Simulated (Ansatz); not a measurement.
Complex (SMILES): F (HF) with F (HF), atoms 1 to 2 the first; geometry from NCB31 set, monomers rigid:
```xyz
4

F      1.3237    -0.0902     0.0000
H      1.7404     0.7334     0.0000
F     -1.4572     0.0193     0.0000
H     -0.5393    -0.0947     0.0001
```

Basis-set convergence of the counterpoise-corrected interaction energy at PBE with Ansatz (a quantum-chemistry and plane-wave program). All functions are spherical. The program fits the integrals of some runs and decomposes those of others, by size. No added dispersion term, no relativity. Functions are those of the species that has most. Reference: the value in aug-cc-pV5Z, -4.62 kcal/mol. Deviations are taken from unrounded values.

```csv
basis,functions,counterpoise-corrected interaction energy (kcal/mol),minus reference (kcal/mol)
6-31G,22,-6.51,-1.89
pcseg-0,22,-6.41,-1.79
def2-SVP,38,-5.19,-0.58
6-311G**,48,-5.16,-0.55
cc-pVTZ,88,-4.84,-0.23
pcseg-2,88,-4.69,-0.07
jun-cc-pV(T+d)Z,106,-4.54,0.07
aug-cc-pVTZ,138,-4.54,0.07
aug-pcseg-3,268,-4.61,0.01
```
